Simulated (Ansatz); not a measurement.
```yaml
crystal:
  periodic: [false, false, false]
  atoms:
    - {symbol: Hf, position_ang: [0.000000, 0.000000, -0.136712]}
    - {symbol: O, position_ang: [0.000000, 0.000000, -1.929111]}
    - {symbol: Cl, position_ang: [0.000000, 0.000000, 2.065823]}
basis:
  gaussian: {orbitals: def2-TZVP}
magnetization: {spin_polarized: true, initial_magnetization: 3}
hamiltonian: {xc: pbe0}
relax: {f_tol: 0.004, max_steps: 80}
```

```sh
$ ansatz run in.yaml --threads 1 --pin off --events-out ev --progress --plain --max-ram 2176MiB
```

Steps of the relaxation (energy above the last step; positions in Å, forces in eV/Å):

```
3
step 1, 408.6 meV
Hf    0.000    0.000   -0.137    0.000    0.000    0.117
O     0.000    0.000   -1.929    0.000    0.000   -3.458
Cl    0.000    0.000    2.066    0.000    0.000    3.341
```

```
3
step 2, 13.7 meV
Hf    0.000    0.000   -0.175    0.000    0.000    0.941
O     0.000    0.000   -2.044    0.000    0.000   -0.614
Cl    0.000    0.000    2.219    0.000    0.000   -0.327
```

```
3
step 3, 1.2 meV
Hf    0.000    0.000   -0.160    0.000    0.000    0.269
O     0.000    0.000   -2.049    0.000    0.000   -0.200
Cl    0.000    0.000    2.209    0.000    0.000   -0.068
```

```
3
step 4, 0.0 meV
Hf    0.000    0.000   -0.155    0.000    0.000    0.001
O     0.000    0.000   -2.053    0.000    0.000    0.001
Cl    0.000    0.000    2.208    0.000    0.000   -0.002
```

Close pairs at the end: Hf1–O2 1.898 Å, Hf1–Cl3 2.363 Å.

A stationary point of unrestricted PBE0 after 4 steps, with ⟨S²⟩ = 3.755 against 3.75 for a pure state; no frequencies were run, so it isn't proven a minimum. 90 s on 1 thread of Arm Neoverse V1, shared host.
